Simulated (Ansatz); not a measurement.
C3H4FN can be A, `NC1(F)C=C1`, or B, `C=CC(=N)F`.

Program: Ansatz. Geometries: PBE0-D4/def2-TZVP. ΔE: electronic, gas phase. CCSD(T)/CBS is the MP2 limit (def2-TZVPP, def2-QZVPP) plus CCSD(T) − MP2 in def2-TZVPP, frozen cores. DFT in def2-TZVPP. B3LYP here is the variant with VWN-RPA as its local correlation; programs differ in this. Each species was taken in one conformer, which may not be the lowest.

(1) Which is lower in electronic energy at CCSD(T)/CBS, and by how much? (An estimate is asked.)

(2) Give E(B) − E(A) in kJ/mol with r2SCAN-D4, BLYP-D4, HF/def2-TZVPP, B3LYP-D4, B3LYP, CCSD(T)/def2-SVP, CCSD(T)/def2-TZVPP. (Best estimate.)

(3) Does the order hold for the free energy at 298.15 K (harmonic terms from PBE0-D4)? (An estimate is asked.)

Largest T1 diagnostic: 0.013.

Answers

(1) Ansatz gave: B, by 161.0 kJ/mol.

(2) The calculation gave: r2SCAN-D4 -164.0, BLYP-D4 -181.2, HF/def2-TZVPP -181.5, B3LYP-D4 -173.2, B3LYP -173.5, CCSD(T)/def2-SVP -171.8, CCSD(T)/def2-TZVPP -168.7. None reverses the order clearly.

(3) The calculation gave: Yes: G(B) − G(A) = -159.5 kJ/mol, for one conformer each.

In def2-TZVPP, CCSD(T) changes the Hartree–Fock value by +12.8 kJ/mol (the triples alone add −2.2 kJ/mol) and MP2 by +25.2 kJ/mol. Leaving LDA and LC-ωPBE aside and taking each functional with its dispersion term where it has one, the values, not all of them listed here, spread over 31.5 kJ/mol, from BLYP-D4 to ωB97X-V. LDA lies +17.6 kJ/mol from PBE without D4.
